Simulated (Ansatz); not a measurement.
Task: Predict a relaxed structure of AlH3, charge 0, singlet, at PBE0-D4/def2-TZVP (Ansatz).

Result: 
```csv
atom,x (Å),y (Å),z (Å)
Al1,0.000,0.000,0.000
H2,0.685,-1.392,-0.329
H3,-0.130,1.106,-1.129
H4,-0.555,0.286,1.458
```
Point group D3h (tolerance 0.1 Å). This is one stationary point.
